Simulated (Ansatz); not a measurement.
Z-matrix (Å, degrees):
```
C
C 1 1.489
O 1 1.442 2 111.7
H 1 1.093 2 110.8 3 120.9
H 1 1.090 2 111.1 3 -116.8
C 2 1.324 1 123.2 3 117.8
H 2 1.086 1 116.1 3 -63.4
C 3 1.329 1 116.2 2 82.3
H 6 1.084 2 121.6 1 178.3
H 6 1.086 2 121.4 1 -1.2
O 8 1.197 3 126.2 1 -0.5
H 8 1.100 3 109.1 1 179.3
```

Charge 0, multiplicity 1.

Q: List the B3LYP/def2-TZVPP orbital energies in eV (Ansatz). (Best estimate.)

A: Computed: Occupied: -522.11, -520.48, -280.46, -278.69, -277.25, -277.09, -30.58, -28.23, -22.11, -19.83, -16.88, -15.66, -14.76, -13.54, -13.34, -12.75, -11.76, -11.06, -10.50, -10.13, -8.77, -8.14, -7.76. Lowest empty: -0.51, -0.24, 1.49, 1.76, 2.04, 2.22, 2.86, 3.13.

B3LYP here is the variant with VWN-RPA as its local correlation; programs differ in this.
